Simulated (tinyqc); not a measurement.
Inside a calculation (part 2 of 2). Method: ROHF in the sto-3g basis, for CH2, spin multiplicity 3. Computed by tinyqc, a small Python program that keeps every step (integrals from PySCF). Command: `OMP_NUM_THREADS=1 python tinyqc.py 23367 23368 out.jsonl` (the two numbers bound the seeds that draw the settings). One thread of a shared host (Intel(R) Xeon(R) Processor @ 2.60GHz), about 0.1 s of CPU time with the checks.

Geometry (angstrom):
```
atom        x         y        z
C     0.00000   0.00000  0.00000
H     0.00000   1.32500  0.64000
H     0.00000  -1.32500  0.64000
```

## Iteration 2: diagonalisation and new density

extrapolated F (hartree), lower triangle:
```
            1C 1s     1C 2s   1C 2px    1C 2py    1C 2pz     2H 1s     3H 1s
1C 1s   -10.88309
1C 2s    -2.92829  -1.32677
1C 2px    0.00000   0.00000  0.01961
1C 2py    0.00000   0.00000  0.00000  -0.04553
1C 2pz   -0.01200  -0.06668  0.00000   0.00000   0.05582
2H 1s    -0.31885  -0.41566  0.00000  -0.28442  -0.15236  -0.23377
3H 1s    -0.31885  -0.41566  0.00000   0.28442  -0.15236  -0.03941  -0.23377
```

X, lower triangle:
```
           1C 1s     1C 2s   1C 2px    1C 2py    1C 2pz     2H 1s    3H 1s
1C 1s    1.02567
1C 2s   -0.13941   1.10548
1C 2px   0.00000   0.00000  1.00000
1C 2py   0.00000   0.00000  0.00000   1.07539
1C 2pz  -0.00466   0.03726  0.00000   0.00000   1.01709
2H 1s    0.01819  -0.17218  0.00000  -0.16884  -0.07933   1.08558
3H 1s    0.01819  -0.17218  0.00000   0.16884  -0.07933  -0.01138  1.08558
```

Diagonalise F' = X^T F X, C = X C', fill 5 alpha and 3 beta electrons from the bottom; D(s) = C_occ C_occ^T. Each column has its largest component positive (the first on a tie).

F' = X^T F X (hartree), lower triangle:
```
           1         2        3         4         5         6         7
1  -10.65709
2   -1.53749  -0.66207
3    0.00000   0.00000  0.01961
4    0.00000   0.00000  0.00000   0.14284
5   -0.02104   0.01480  0.00000   0.00000   0.10192
6   -0.00092  -0.27129  0.00000  -0.30748  -0.15833  -0.02925
7   -0.00092  -0.27129  0.00000   0.30748  -0.15833  -0.00350  -0.02925
```

orbital energies (hartree): MO1 -10.88860, MO2 -0.67388, MO3 -0.38438, MO4 -0.04696, MO5 0.01961, MO6 0.35945, MO7 0.50148

coefficients C:
```
             MO1       MO2       MO3       MO4      MO5       MO6       MO7
1C 1s    0.99360  -0.23142   0.00000   0.13074  0.00000  -0.11928   0.00000
1C 2s    0.02546   0.79964   0.00000  -0.57036  0.00000   0.58036   0.00000
1C 2px   0.00000   0.00000   0.00000   0.00000  1.00000   0.00000   0.00000
1C 2py   0.00000   0.00000   0.50003   0.00000  0.00000   0.00000   0.98156
1C 2pz   0.00217   0.10951   0.00000   0.70918  0.00000   0.73044   0.00000
2H 1s   -0.00367   0.25481   0.49097   0.37511  0.00000  -0.63841  -0.62379
3H 1s   -0.00367   0.25481  -0.49097   0.37511  0.00000  -0.63841   0.62379
```

D(alpha) after iteration 2, lower triangle:
```
           1C 1s     1C 2s   1C 2px    1C 2py   1C 2pz     2H 1s    3H 1s
1C 1s    1.05790
1C 2s   -0.23432   0.96539
1C 2px   0.00000   0.00000  1.00000
1C 2py   0.00000   0.00000  0.00000   0.25003
1C 2pz   0.06953  -0.31686  0.00000   0.00000  0.51493
2H 1s   -0.01357  -0.01029  0.00000   0.24550  0.29392   0.44670
3H 1s   -0.01357  -0.01029  0.00000  -0.24550  0.29392  -0.03540  0.44670
```

D(beta) after iteration 2, lower triangle:
```
           1C 1s    1C 2s   1C 2px    1C 2py   1C 2pz     2H 1s    3H 1s
1C 1s    1.04080
1C 2s   -0.15975  0.64007
1C 2px   0.00000  0.00000  0.00000
1C 2py   0.00000  0.00000  0.00000   0.25003
1C 2pz  -0.02319  0.08763  0.00000   0.00000  0.01200
2H 1s   -0.06262  0.20366  0.00000   0.24550  0.02790   0.30599
3H 1s   -0.06262  0.20366  0.00000  -0.24550  0.02790  -0.17611  0.30599
```

## Iteration 8 (converged): orbitals

converged F (hartree), lower triangle:
```
            1C 1s     1C 2s   1C 2px    1C 2py    1C 2pz     2H 1s     3H 1s
1C 1s   -10.96662
1C 2s    -2.94580  -1.27684
1C 2px    0.00000   0.00000  0.01804
1C 2py    0.00000   0.00000  0.00000  -0.06089
1C 2pz   -0.01429  -0.08938  0.00000   0.00000  -0.00189
2H 1s    -0.32022  -0.42525  0.00000  -0.29487  -0.17557  -0.24983
3H 1s    -0.32022  -0.42525  0.00000   0.29487  -0.17557  -0.05377  -0.24983
```

As before.

F' = X^T F X (hartree), lower triangle:
```
           1         2        3         4         5         6         7
1  -10.73902
2   -1.55351  -0.59325
3    0.00000   0.00000  0.01804
4    0.00000   0.00000  0.00000   0.13256
5   -0.02127  -0.00123  0.00000   0.00000   0.04781
6    0.00133  -0.28675  0.00000  -0.31729  -0.17370  -0.03636
7    0.00133  -0.28675  0.00000   0.31729  -0.17370  -0.01542  -0.03636
```

orbital energies (hartree): MO1 -10.97192, MO2 -0.66452, MO3 -0.39941, MO4 -0.06336, MO5 0.01804, MO6 0.36356, MO7 0.51104

coefficients C:
```
             MO1       MO2       MO3       MO4      MO5       MO6       MO7
1C 1s    0.99379  -0.21555   0.00000   0.14092  0.00000  -0.13487   0.00000
1C 2s    0.02477   0.73268   0.00000  -0.59160  0.00000   0.64403   0.00000
1C 2px   0.00000   0.00000   0.00000   0.00000  1.00000   0.00000   0.00000
1C 2py   0.00000   0.00000   0.51084   0.00000  0.00000   0.00000   0.97598
1C 2pz   0.00240   0.16820   0.00000   0.75627  0.00000   0.66949   0.00000
2H 1s   -0.00361   0.29849   0.48405   0.29207  0.00000  -0.66242  -0.62918
3H 1s   -0.00361   0.29849  -0.48405   0.29207  0.00000  -0.66242   0.62918
```

D(alpha) after iteration 8, lower triangle:
```
           1C 1s     1C 2s   1C 2px    1C 2py   1C 2pz     2H 1s    3H 1s
1C 1s    1.05393
1C 2s   -0.21669   0.88743
1C 2px   0.00000   0.00000  1.00000
1C 2py   0.00000   0.00000  0.00000   0.26096
1C 2pz   0.07270  -0.32411  0.00000   0.00000  0.60025
2H 1s   -0.02677   0.04582  0.00000   0.24727  0.27108   0.40872
3H 1s   -0.02677   0.04582  0.00000  -0.24727  0.27108  -0.05989  0.40872
```

D(beta) after iteration 8, lower triangle:
```
           1C 1s    1C 2s   1C 2px    1C 2py   1C 2pz     2H 1s    3H 1s
1C 1s    1.03407
1C 2s   -0.13331  0.53744
1C 2px   0.00000  0.00000  0.00000
1C 2py   0.00000  0.00000  0.00000   0.26096
1C 2pz  -0.03388  0.12330  0.00000   0.00000  0.02830
2H 1s   -0.06793  0.21861  0.00000   0.24727  0.05020   0.32342
3H 1s   -0.06793  0.21861  0.00000  -0.24727  0.05020  -0.14520  0.32342
```

## Convergence

Stop when the energy changes by less than 1e-08 hartree and every element of the error matrix X^T (F D S - S D F) X is below 3e-05.

Course of the cycle:
```
iteration  E (hartree)     change  largest element of the error matrix
1          -38.1768668          -                             4.10e-01
2          -38.2611760  -8.43e-02                             7.00e-02
3          -38.2800299  -1.89e-02                             3.13e-02
4          -38.2862466  -6.22e-03                             4.77e-03
5          -38.2863326  -8.60e-05                             1.08e-03
6          -38.2863426  -1.00e-05                             5.13e-05
7          -38.2863426  -1.80e-08                             1.53e-05
8          -38.2863426   2.55e-09                             2.38e-05
```

PySCF ROHF in the same basis = -38.2863426 hartree

Converged in 8 iterations.

## Populations, bond orders and dipole

overlap S, lower triangle:
```
          1C 1s    1C 2s   1C 2px    1C 2py   1C 2pz    2H 1s    3H 1s
1C 1s   1.00000
1C 2s   0.24836  1.00000
1C 2px  0.00000  0.00000  1.00000
1C 2py  0.00000  0.00000  0.00000   1.00000
1C 2pz  0.00000  0.00000  0.00000   0.00000  1.00000
2H 1s   0.02609  0.29782  0.00000   0.29103  0.14057  1.00000
3H 1s   0.02609  0.29782  0.00000  -0.29103  0.14057  0.03717  1.00000
```

Mulliken: Z minus the diagonal of D S on the atom; Loewdin: the same with S^(1/2) D S^(1/2); Mayer order: 2 sum_s sum (D(s) S)_ij (D(s) S)_ji over the two atoms.

Charges (e):
```
atom  Mulliken   Loewdin  Mulliken spin
1C    -0.02023  -0.00215        1.86172
2H     0.01011   0.00108        0.06914
3H     0.01011   0.00108        0.06914
```

Mayer bond orders:
```
pair    order
2-1   0.95020
3-1   0.95020
3-2   0.04492
```

dipole moment about the origin, x y z (debye): 0.00000  0.00000  0.19364
